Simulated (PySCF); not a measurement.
**Working out the ionisation energy of N**

N [He] 2s2 2p3 (4S) → N⁺ [He] 2s2 2p2 (3P). Calculation: PySCF 2.14, in aug-cc-pCVTZ-DK with one added diffuse shell each of s, p, d, f type (8s7p5d3f, 75 functions); the spin-free X2C one-electron Hamiltonian (Gaussian nucleus). Frozen: 1s2. Energies in hartree (1 hartree = 27.21139 eV):

| part | N (lower) | N⁺ (upper) |
| --- | --- | --- |
| UHF | -54.430441 | -53.920107 |
| CCSD correlation | -0.115021 | -0.094687 |
| (T) | -0.002654 | -0.001685 |

What does Hartree-Fock give?

(-53.920107) − (-54.430441) = 0.510334 hartree = 13.887 eV.

What do CCSD and CCSD(T) give?

The CCSD correlation energies differ by 0.020334 hartree = 0.553 eV and the triples by 0.000969 hartree = 0.026 eV, so CCSD gives 14.440 eV and CCSD(T) 14.466 eV.

Measured between the centres of the two terms (NIST): 14.545 eV, so CCSD(T) (valence) is off by -0.079 eV.

What remains against the reference includes basis incompleteness, the frozen core and higher excitations.
